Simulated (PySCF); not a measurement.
## Chlorine: a sound run and one with changed settings

Sound run: Cl [Ne] 3s2 3p5, Cl⁺ [Ne] 3s2 3p4. Calculation: PySCF 2.14, in cc-pV(T+d)Z (5s4p3d1f, 39 functions); the non-relativistic Hamiltonian (point nucleus). In the sound run the correlated levels freeze [Ne]. The sound run starts from symmetry-adapted Hartree-Fock orbitals and uses a fine grid where one is needed.

Changed run: initial guess sap, at most 50 SCF cycles.

```tsv
species	method	sound run (hartree)	changed run (hartree)	converged
Cl	UHF	-459.48556	-459.48556	yes
Cl	PBE0	-460.00525	-460.00525	yes
Cl	CCSD(T)	-459.67356	-459.67356	yes
Cl⁺	M06-L	-459.67339	-459.67339	yes
Cl⁺	MP2	-459.17687	-459.17687	yes
```

Here the plain start reaches the same solutions.
